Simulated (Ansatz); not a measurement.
Run this with Ansatz 0.2.0 through its Python package and show what comes out.

The script, `c2h6mg_methods.py`:
```python
# -*- coding: utf-8 -*-
"""C2H6Mg at several levels of theory."""

import ansatz as az
from ase import Atoms

atoms = Atoms(["C", "Mg", "C", "H", "H", "H", "H", "H", "H"], positions=[
    (-1.0441, 1.4036, -1.1738),
    (-0.0114, -0.0091, -0.0043),
    (1.0445, -1.4593, 1.1648),
    (-1.9421, 0.9942, -1.5909),
    (-0.453, 1.7838, -2.044),
    (-1.362, 2.3316, -0.5497),
    (0.6208, -2.4521, 1.0808),
    (2.164, -1.5037, 0.8135),
    (1.0718, -1.1353, 2.2864),
])
mol = az.Crystal.molecule_from_ase(atoms)

setup = mol.calculation().basis(gaussian="def2-SVP")

methods = ["mp2", "ccsd", "ccsd_t"]
batch = az.Session.batch([setup.correlation(m).input() for m in methods])
reports = sorted(batch.plan().execute().molecular_reports, key=lambda each: each["member"])
print(f"Hartree-Fock reference {reports[0]['reference_energy_ev'] / 27.211386246:.6f} Ha")
best = reports[-1]["free_energy_ev"] - reports[-1]["reference_energy_ev"]
for method, each in zip(methods, reports):
    gained = each["free_energy_ev"] - each["reference_energy_ev"]
    print(f"{method:8s} total {each['free_energy_ev'] / 27.211386246:.6f} Ha  correlation {gained:9.4f} eV  ({100 * gained / best:.1f} % of the last)")
```

```console
$ python c2h6mg_methods.py
Hartree-Fock reference -278.671581 Ha
mp2      total -279.016525 Ha  correlation   -9.3864 eV  (87.5 % of the last)
ccsd     total -279.055114 Ha  correlation  -10.4365 eV  (97.3 % of the last)
ccsd_t   total -279.065922 Ha  correlation  -10.7306 eV  (100.0 % of the last)
```

Reading the output:
- Total energies depend on the basis set; only differences at equal settings carry meaning.
- The geometry is a force-field or estimated start, not a minimum of this method, and the basis set is short of its limit. A lower total doesn't mark the better method: functionals have no common bound, and MP2 and coupled cluster aren't variational.
- Inner cores stay frozen; the shell under the valence of alkali and alkaline-earth atoms is correlated with it.

(A comment or docstring line of the script was reworded after the run, the code is as it ran; lines on the test bed's own set-up are left out of the output.)
